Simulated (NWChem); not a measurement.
System: LiH; SMILES [LiH]

NWChem input:

```
start job
memory heap 200 mb stack 900 mb global 1100 mb
geometry units angstroms
  Li     0.000000     0.000000     0.458603
  H      0.000000     0.000000    -1.145727
end
basis spherical
  * library def2-svp
end
dft
  xc slater vwn_5
  iterations 150
end
driver
  maxiter 120
end
task dft optimize
task dft freq
```

NWChem printed, in part:

```
             Northwest Computational Chemistry Package (NWChem) 7.3.0
             --------------------------------------------------------

 ORDER OF PRIMARY AXIS IS BEING SET TO 4
 C4V symmetry detected

                             Geometry "geometry" -> ""
                             -------------------------

 Output coordinates in angstroms (scale by  1.889725989 to convert to a.u.)

  No.       Tag          Charge          X              Y              Z
 ---- ---------------- ---------- -------------- -------------- --------------
    1 Li                   3.0000     0.00000000     0.00000000     0.40108250
    2 H                    1.0000     0.00000000     0.00000000    -1.20324750

 Effective nuclear repulsion energy (a.u.)       0.9895294279

      Symmetry information
      --------------------

 Group name             C4v
 Group number             18
 Group order               8
 No. of unique centers     2

                                Z-matrix (autoz)
                                --------

 Units are Angstrom for bonds and degrees for angles

      Type          Name      I     J     K     L     M      Value
      ----------- --------  ----- ----- ----- ----- ----- ----------
    1 Stretch                  1     2                       1.60433

                           NWChem Geometry Optimization
                           ----------------------------

 maximum gradient threshold         (gmax) =   0.000450
 rms gradient threshold             (grms) =   0.000300
 maximum cartesian step threshold   (xmax) =   0.001800
 rms cartesian step threshold       (xrms) =   0.001200
 fixed trust radius                (trust) =   0.300000
 source of zmatrix                         =   autoz

          -------------------
          Energy Minimization
          -------------------

 Using diagonal initial Hessian
 Scaling for Hessian diagonals: bonds = 1.00  angles = 0.25  torsions = 0.10

          --------
          Step   0

                                 NWChem DFT Module
                                 -----------------

[...]

      ----------------------
      Optimization converged
      ----------------------

  Step       Energy      Delta E   Gmax     Grms     Xrms     Xmax
  ---- ---------------- -------- -------- -------- -------- --------
@    2      -7.90956936 -9.4D-07  0.00000  0.00000  0.00156  0.00270
                                     ok       ok

                                Z-matrix (autoz)
                                --------

 Units are Angstrom for bonds and degrees for angles

      Type          Name      I     J     K     L     M      Value     Gradient
      ----------- --------  ----- ----- ----- ----- ----- ---------- ----------
    1 Stretch                  1     2                       1.60793   -0.00000

                         Geometry "geometry" -> "geometry"
                         ---------------------------------

 Output coordinates in angstroms (scale by  1.889725989 to convert to a.u.)

  No.       Tag          Charge          X              Y              Z
 ---- ---------------- ---------- -------------- -------------- --------------
    1 Li                   3.0000     0.00000000     0.00000000     0.40288268
    2 H                    1.0000     0.00000000     0.00000000    -1.20504768

 Effective nuclear repulsion energy (a.u.)       0.9873137445

      Symmetry information
      --------------------

 Group name             C4v
 Group number             18
 Group order               8
 No. of unique centers     2

                Final and change from initial internal coordinates
                --------------------------------------------------

                                Z-matrix (autoz)
                                --------

 Units are Angstrom for bonds and degrees for angles

[...]

 Rotational Constants
 --------------------
 A=   0.000000 cm-1  (  0.000000 K)
 B=   7.398989 cm-1  ( 10.645256 K)
 C=   7.398989 cm-1  ( 10.645256 K)

 Temperature                      =   298.15K
 frequency scaling parameter      =   1.0000

 Linear Molecule

 Zero-Point correction to Energy  =    1.975 kcal/mol  (  0.003147 au)
 Thermal correction to Energy     =    3.460 kcal/mol  (  0.005514 au)
 Thermal correction to Enthalpy   =    4.052 kcal/mol  (  0.006458 au)

 Total Entropy                    =   40.809 cal/mol-K
   - Translational                =   32.184 cal/mol-K (mol. weight =   8.0238)
   - Rotational                   =    8.606 cal/mol-K (symmetry #  =        1)
   - Vibrational                  =    0.019 cal/mol-K

 Cv (constant volume heat capacity) =    5.078 cal/mol-K
   - Translational                  =    2.979 cal/mol-K
   - Rotational                     =    1.986 cal/mol-K
   - Vibrational                    =    0.112 cal/mol-K

[normal modes left out]

 ----------------------------------------------------------------------------
 Normal Eigenvalue ||           Projected Infra Red Intensities
  Mode   [cm**-1]  || [atomic units] [(debye/angs)**2] [(KM/mol)] [arbitrary]
 ------ ---------- || -------------- ----------------- ---------- -----------
    1       -0.000 ||    0.000000           0.000         0.000       0.000
    2        0.000 ||    0.070125           1.618        68.361       3.476
    3        0.000 ||    0.070125           1.618        68.361       3.476
    4        0.000 ||    0.488177          11.263       475.899      24.201
    5        0.000 ||    0.488177          11.263       475.899      24.201
    6     1381.886 ||    0.093686           2.161        91.329       4.644
 ----------------------------------------------------------------------------
```

Level: LDA (Slater exchange, VWN5)/def2-SVP.
